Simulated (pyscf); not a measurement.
`[NH2][SiH2][OH]` → `[NH2][SiH]` [singlet] + `[OH2]` (1,1-elimination; singlet surface; O–Si, H–Si broken, H–O formed). PySCF, gas phase, ωB97X-D3(BJ)/def2-SVP geometries. Correlated levels are frozen-core, on RHF or UHF. ΔMP2 is the change of the MP2 total energy from the triple- to the quadruple-zeta basis. Energies in eV from the reactant's lowest minimum found.

```tsv
level	barrier	reaction energy
ωB97X-D3(BJ)/def2-TZVP	3.58	+2.87
r²SCAN/def2-TZVP	3.31	+2.88
B3LYP-D3(BJ)/def2-TZVP	3.40	+2.69
M06-2X/def2-TZVP	3.56	+2.79
HF/def2-TZVP	4.37	+2.83
CCSD(T)/def2-TZVPP	3.53	+2.65
CCSD(T)/def2-TZVPP + ΔMP2(QZVPP)	3.53	+2.68
```

Of the functionals in the table, M06-2X is closest to CCSD(T)/def2-TZVPP + ΔMP2(QZVPP) in the barrier (0.02 eV apart) and r²SCAN least close (0.22 eV); that level has limits of its own. On the product side the descent ends in an adduct with a O–Si contact, 0.34 eV under the separated species and 1.05 eV under the saddle at ωB97X-D3(BJ)/def2-TZVP. What is counted as broken (O–Si) persists as a longer contact in the product adduct; parting that adduct is a step of its own. The same reactants have a lower exit, to O=SiH₂ + NH₃ (highest point, the separated products, at +2.64 eV at ωB97M-D3(BJ), against +3.48 eV here). One saddle was located; it need not be the lowest between these sides. The CCSD(T) − MP2 part came from Ansatz, without density fitting, on the same reference.
